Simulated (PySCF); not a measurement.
## A search over the determinants of BH

Unrestricted PBE0; B pcseg-1, H pcseg-1; no relativity (PySCF 2.14). Outer shells of the fragments: B 2s2 2p1; H 1s1.

Followed along the bond (rough minima from three points):

| 2Ms+1 | unpaired | ⟨S²⟩ at the start | R at minimum (Å) | Te (eV) |
| --- | --- | --- | --- | --- |
| 1 | none | 0.00 | 1.25 | 0.00 |
| 3 | σ ↑, π ↑ | 2.00 | 1.20 | 0.91 |
| 1 | σ ↑, π ↓ | 1.01 | 1.21 | 1.59 |

Solutions found at the starting distance of 1.135 Å, counted from the lowest of them; the search is not exhaustive and high or unbound solutions are not listed, so other states can lie among these:

```tsv
2Ms+1	unpaired	term	E (eV)	⟨S²⟩	⟨Lz²⟩	μ (D)
1	none	¹Σ⁺	0.00	0.00	0.00	1.80
3	σ ↑, π ↑	³Π	0.82	2.00	1.00	0.23
1	σ ↑, π ↓	mixed	1.52	1.01	1.00	0.59
3	π ↑↑	³Σ⁻	4.00	2.09	0.00	-0.81
```

A term symbol is given only where ⟨S²⟩ and ⟨Lz²⟩ are close to those of a pure state; real π, δ and φ orbitals otherwise mix terms. A positive dipole means B(−)H(+).

Task: Compare the gap between the two lowest followed solutions at the starting distance with the gap between their minima.

Result: At PBE0 the second solution (triplet, unpaired electrons σ ↑, π ↑) lies +0.82 eV from the first (singlet, closed shell) at 1.135 Å and +0.91 eV at the minima; the two curves relax by different amounts, since their minima lie near 1.20 and 1.25 Å.

The measured ground state is X ¹Σ+ (Huber and Herzberg, Constants of Diatomic Molecules (1979)).

Counting both spins, an empty level lies below a filled one in some of these solutions, because spin and occupation are held.
